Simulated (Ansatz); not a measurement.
**SiH₂O+ (doublet): from Hartree-Fock to the top rungs, def2-QZVPP**

One table from this session's results is given with a row withheld; the runs are named, their logs left out.

Computed with Ansatz 0.2.0, Gaussian basis. Level: def2-QZVPP, core rule «outside noble gas», up to 6 orbitals frozen.

Plan: UHF; ROHF; CCSD(T) on UHF.

2 further runs of the same task are left out: 2 set aside as unsound or not needed.

## The geometry

The geometry is a PBE0/def2-TZVP stationary point (not a proven minimum) of the parent state, kept for this charge and spin.

4 atoms, charge 1, spin multiplicity 2.

Atoms are counted from 1 here; the program's logs count them from 0.

Bond lengths: Si1–O2 1.676 Å, Si1–H3 1.466 Å, Si1–H4 1.466 Å. Angles: O2–Si1–H3 114.7°, O2–Si1–H4 114.7°, H3–Si1–H4 130.6°.

Geometry (Å):

```
atom   x (Å)    y (Å)    z (Å)
 Si1  0.0000   0.0000   0.5550
  O2  0.0000   0.0000  -1.1214
  H3  0.0000   1.3319   1.1682
  H4  0.0000  -1.3319   1.1682
```

Set-up of the first run:

in.yaml

```yaml
crystal:
  periodic: [false, false, false]
  atoms:
    - {symbol: Si, position_ang: [0.000000, 0.000000, 0.554993]}
    - {symbol: O, position_ang: [0.000000, 0.000000, -1.121434]}
    - {symbol: H, position_ang: [0.000000, 1.331946, 1.168229]}
    - {symbol: H, position_ang: [0.000000, -1.331946, 1.168229]}
basis:
  gaussian: {orbitals: "def2-QZVPP.json"}
total_charge: 1
magnetization: {spin_polarized: true, initial_magnetization: 1}
hamiltonian: {xc: hf}
output: {orbitals: {seedname: orbitals}}
```

Run with:

```console
> ansatz run in.yaml --threads 1 --pin off --events-out ev --progress --plain --max-ram 4096MiB --backend cpu
```

Among the steps run: UHF; ROHF; CCSD(T) on UHF.

One table of the session follows, with a row left open; its other results are not shown here.

| method | from UCCSD(T) (kcal/mol) |
| --- | --- |
| ROHF | +218.02 |
| UHF | ? |
| UMP2 | +23.16 |
| UCCSD | +7.27 |
| UCCSD(T) | 0 |

Estimate the missing values for UHF.

**Answer.** from UCCSD(T) (kcal/mol): +214.72. In the column «from UCCSD(T) (kcal/mol)» it lies between UMP2 (+23.16) and ROHF (+218.02).
